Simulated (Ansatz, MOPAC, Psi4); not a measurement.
Process, species as SMILES: [CH2-]CC -> C[CH-]C

Wanted: isomerisation energy (enthalpy at 298 K), in kcal/mol. Set-up: 6-31G* and kin with 6d, 5d where marked; LANL2DZ all-electron up to Ne; spin-orbit terms left out; no dispersion term unless named; non-relativistic; 6-311+G** with 5d. Ab initio and DFT rows: single points at B3LYP-D3(BJ) geometries (Ansatz, a program for electronic structure), with unscaled harmonic terms from B3LYP/6-31G* at its own minima. Semi-empirical rows: MOPAC heats of formation at their own minima for 298 K. Sets without +, aug- or the D of def2-TZVPD hold no diffuse functions, which anions need.

| level | program | isomerisation energy (enthalpy at 298 K) (kcal/mol) |
|---|---|---|
| AM1 | MOPAC | -10.3 |
| HF/6-311+G** | Ansatz | 2.2 |
| B3LYP/LANL2DZ | Ansatz | 2.5 |
| B3LYP/6-31G | Ansatz | -1.9 |
| B3LYP/6-31G* | Ansatz | -2.0 |
| B3LYP/def2-SVP | Ansatz | -1.3 |
| wB97X-D/6-31G* | Psi4 | -1.7 |
| PBE/def2-TZVPD | Ansatz | 1.3 |
| B3LYP-D3(BJ)/def2-TZVPD | Ansatz + dftd3 | 1.4 |
| wB97X-V/def2-TZVPD | Ansatz | 1.1 |

No value to compare with is used here. The 7 habitual levels span -10.3 (AM1) to 2.5 kcal/mol (B3LYP/LANL2DZ); wB97X-V/def2-TZVPD gives 1.1.

The levels are drawn from those run, B3LYP/6-31G* more often than the rest, none by its result; runs whose electronic state is in doubt are left out.
